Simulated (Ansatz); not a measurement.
# Relaxing LiTa

The calculation used Ansatz, DFT PBE, scalar-relativistic, plane waves, PAW.

LiTa was placed on the CuAu (L1_0) structure type (P4/mmm, No. 123), with Li in place of Cu, Ta in place of Au, at a guessed volume.

The final relaxation ran on this input, with the default PAW datasets:

```yaml
crystal:
  lattice:
    - [2.6536619153, 0.0, 0.0]
    - [0.0, 2.6536619153, 0.0]
    - [0.0, 0.0, 4.9962229432]
  atoms:
    - { symbol: Li, position: [0.5, 0.5, 0.5] }
    - { symbol: Ta, position: [0.0, 0.0, 0.0] }
basis:
  ecutwfc: 420
kpoints:
  mp_grid: { grid: [20, 20, 12] }
hamiltonian:
  xc: pbe
scf:
  occupations: { method: gaussian, width: 0.1 }
output:
  forces: true
  stress: true
  eigenvalues: true
relax:
  adjacent_minimum: "off"
  f_tol: 0.01
  max_steps: 80
  cell: { stress_tol: 0.05 }
```

Launched as:

```bash
ansatz run input.yaml --threads 1 --pin off --max-ram 2560MiB --backend cpu --events-out ev --progress --plain --runs-dir out
```

Time: 28 s on 1 thread of Arm Neoverse V2, on a shared host, peak memory 0.46 GiB.

End of the output:

```
SCF converged after 5 iterations
Free energy (F): -10135.785686 eV
Harris-Foulkes:  -10135.785686 eV  (|F-HF|=3.64e-12)
Internal energy: -10135.775321 eV  (E = F + TS)
E sigma→0 (E₀):  -10135.780504 eV
Entropy (-TS):   -0.010366 eV (-5.183 meV/atom)
Fermi energy:    10.062855 eV
--- Per-component energies (eV) ---
  E_band       = -278.612433
  E_kinetic    = 387.242993
  E_local      = -1126.043479  (includes V_loc(G=0)·N_el)
  E_nonlocal   = -17.056618
  E_hartree    = 409.560900
  E_xc         = -227.950821
  E_vxc        = -216.265575  (∫ρ·V_xc dr)
  E_paw        = -8417.777501  (= ΣΔE_a)
  E_vpaw       = -125.611680  (= ΣTr[D̂ρ^β])
  E_aug_tail   = 0.000149  (compensation charges beyond the density's cutoff)
  E_ewald      = -1143.750944
  E_smearing   = -0.010366  (= −TS)
  E_closure    =  0.000000  (closes the sum)
  Σ components = -10135.785686   (vs F -10135.785686, Δ=0.00e0)
--- Forces (eV/Å), atoms counted from 1 ---
  atom   1  Li     0.00000000     0.00000000     0.00000000
  atom   2  Ta     0.00000000     0.00000000     0.00000000
  max |Σ_I F_I| component: 3.77e-29 eV/Å
--- Stress (GPa, compression-positive) ---
        0.006307       0.000000       0.000000
        0.000000       0.006307       0.000000
        0.000000       0.000000      -0.003244
  P = ⅓ Tr σ = 0.0031 GPa (0.031 kbar)
--- Relaxed structure (2 steps of the walk, 2 accepted, 1 SCFs on fresh bases) ---
  F+E_penalty+E_count = -10135.78568647 eV   max|allowed force component| = 3.658e-29 eV/Å   (the final SCF, on the basis selected at the relaxed cell)
  cell:  # Å, volume = 35.1970 Å³
    - [2.653093, 0.000000, 0.0]
    - [0.000000, 2.653093, 0.0]
    - [0.0, 0.0, 5.000360]
  atoms:
    - { symbol: Li, position: [0.5, 0.5, 0.500000] }
    - { symbol: Ta, position: [0.000000, 0.000000, 0.0] }
```

Total energies depend on the potentials used, so only differences within one code and one set of settings carry meaning.

The result has space group P4/mmm (No. 123). Around Li lie 4 Li at 2.65 Å and 8 Ta at 3.13 Å; around Ta lie 4 Ta at 2.65 Å and 8 Li at 3.13 Å.

Against the elements it lies at 0.58 eV/atom. Energies over the elements count from the elements' standard structures at the same level, with no empirical corrections.

The k mesh leaves about 4 meV/atom of noise in metals. Spin–orbit coupling is left out.

Symmetry constrained the relaxation, so the result can be a saddle point.